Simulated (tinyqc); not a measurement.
Worked calculation: UKS/PBE in the sto-3g basis, for NH, spin multiplicity 3. One step of it, computed by the program tinyqc.

Problem. Iteration 2: building the Kohn-Sham matrix. J_ij = sum D_kl (ij|kl) with D = D(alpha) + D(beta); F = H + J + V_xc; E = tr D H + tr D J / 2 + E_xc + E_nn.

D(alpha) after iteration 1, lower triangle:
```
            1N 1s      1N 2s    1N 2px    1N 2py    1N 2pz     2H 1s
1N 1s    1.059707
1N 2s   -0.256591   1.106307
1N 2px   0.000000   0.000000  1.000000
1N 2py   0.000000   0.000000  0.000000  1.000000
1N 2pz  -0.016571   0.061253  0.000000  0.000000  0.020389
2H 1s    0.040640  -0.233277  0.000000  0.000000  0.112709  0.977661
```

D(beta) after iteration 1, lower triangle:
```
            1N 1s      1N 2s    1N 2px    1N 2py    1N 2pz     2H 1s
1N 1s    1.059666
1N 2s   -0.256466   1.106003
1N 2px   0.000000   0.000000  0.000000
1N 2py   0.000000   0.000000  0.000000  0.000000
1N 2pz  -0.018846   0.070983  0.000000  0.000000  0.018601
2H 1s    0.041274  -0.236314  0.000000  0.000000  0.099501  0.986692
```

core Hamiltonian H = T + V (hartree), lower triangle:
```
             1N 1s      1N 2s     1N 2px     1N 2py     1N 2pz      2H 1s
1N 1s   -24.522267
1N 2s    -5.638233  -6.584260
1N 2px    0.000000   0.000000  -5.223290
1N 2py    0.000000   0.000000   0.000000  -5.223290
1N 2pz   -0.006197  -0.078760   0.000000   0.000000  -5.263975
2H 1s    -0.355925  -1.017140   0.000000   0.000000  -0.931374  -2.750460
```

Two-electron integrals (ij|kl) in chemists' order, unique and non-zero (hartree):
```
(11|11) 4.166630   (21|11) 0.640849   (21|21) 0.117461   (22|11) 0.969864
(22|21) 0.220936   (22|22) 0.708245   (31|31) 0.020960   (32|31) 0.032452
(32|32) 0.156449   (33|11) 0.967124   (33|21) 0.220977   (33|22) 0.708086
(33|33) 0.762805   (41|41) 0.020960   (42|41) 0.032452   (42|42) 0.156449
(43|43) 0.041119   (44|11) 0.967124   (44|21) 0.220977   (44|22) 0.708086
(44|33) 0.680568   (44|44) 0.762805   (51|51) 0.020960   (52|51) 0.032452
(52|52) 0.156449   (53|53) 0.041119   (54|54) 0.041119   (55|11) 0.967124
(55|21) 0.220977   (55|22) 0.708086   (55|33) 0.680568   (55|44) 0.680568
(55|55) 0.762805   (61|11) 0.040451   (61|21) 0.007362   (61|22) 0.013797
(61|33) 0.013770   (61|44) 0.013770   (61|51) 0.000354   (61|52) 0.000675
(61|55) 0.013853   (61|61) 0.000468   (62|11) 0.126759   (62|21) 0.029358
(62|22) 0.108012   (62|33) 0.105695   (62|44) 0.105695   (62|51) 0.002392
(62|52) 0.020491   (62|55) 0.112534   (62|61) 0.001890   (62|62) 0.023923
(63|31) 0.002611   (63|32) 0.016334   (63|53) 0.003847   (63|63) 0.002707
(64|41) 0.002611   (64|42) 0.016334   (64|54) 0.003847   (64|64) 0.002707
(65|11) 0.114447   (65|21) 0.026792   (65|22) 0.104969   (65|33) 0.100396
(65|44) 0.100396   (65|51) 0.004375   (65|52) 0.033818   (65|55) 0.113995
(65|61) 0.001775   (65|62) 0.027883   (65|65) 0.034716   (66|11) 0.326221
(66|21) 0.076645   (66|22) 0.323387   (66|33) 0.311892   (66|44) 0.311892
(66|51) 0.006053   (66|52) 0.073774   (66|55) 0.346078   (66|61) 0.004936
(66|62) 0.102070   (66|65) 0.133570   (66|66) 0.774606
```

nuclear repulsion = 2.28939461 hartree

V_xc(alpha) (hartree), lower triangle:
```
            1N 1s      1N 2s     1N 2px     1N 2py     1N 2pz      2H 1s
1N 1s   -2.676391
1N 2s   -0.363032  -0.660561
1N 2px   0.000000   0.000000  -0.685202
1N 2py   0.000000   0.000000   0.000000  -0.685202
1N 2pz  -0.001182  -0.017451   0.000000   0.000000  -0.598624
2H 1s   -0.023054  -0.101119   0.000000   0.000000  -0.102376  -0.519898
```

V_xc(beta) (hartree), lower triangle:
```
            1N 1s      1N 2s     1N 2px     1N 2py     1N 2pz      2H 1s
1N 1s   -2.652051
1N 2s   -0.346317  -0.533885
1N 2px   0.000000   0.000000  -0.524772
1N 2py   0.000000   0.000000   0.000000  -0.524772
1N 2pz  -0.001256  -0.024127   0.000000   0.000000  -0.536858
2H 1s   -0.022106  -0.090010   0.000000   0.000000  -0.098171  -0.519158
```

E_xc = sum of w rho eps_xc = -7.00907272 hartree

Give: Coulomb J; F(alpha); F(beta); total energy of this density.

Solution.

Coulomb J (hartree), lower triangle:
```
          1N 1s   1N 2s  1N 2px  1N 2py  1N 2pz   2H 1s
1N 1s   12.8676
1N 2s    2.3126  5.4201
1N 2px   0.0000  0.0000  5.4176
1N 2py   0.0000  0.0000  0.0000  5.4176
1N 2pz   0.0187  0.1792  0.0000  0.0000  5.4051
2H 1s    0.1457  0.8887  0.0000  0.0000  0.9124  3.4678
```

F(alpha) (hartree), lower triangle:
```
           1N 1s    1N 2s   1N 2px   1N 2py   1N 2pz   2H 1s
1N 1s   -14.3310
1N 2s    -3.6887  -1.8248
1N 2px    0.0000   0.0000  -0.4909
1N 2py    0.0000   0.0000   0.0000  -0.4909
1N 2pz    0.0113   0.0830   0.0000   0.0000  -0.4575
2H 1s    -0.2333  -0.2296   0.0000   0.0000  -0.1214  0.1974
```

F(beta) (hartree), lower triangle:
```
           1N 1s    1N 2s   1N 2px   1N 2py   1N 2pz   2H 1s
1N 1s   -14.3067
1N 2s    -3.6720  -1.6981
1N 2px    0.0000   0.0000  -0.3304
1N 2py    0.0000   0.0000   0.0000  -0.3304
1N 2pz    0.0112   0.0763   0.0000   0.0000  -0.3957
2H 1s    -0.2323  -0.2185   0.0000   0.0000  -0.1172  0.1981
```

total energy of this density = -53.861078 hartree
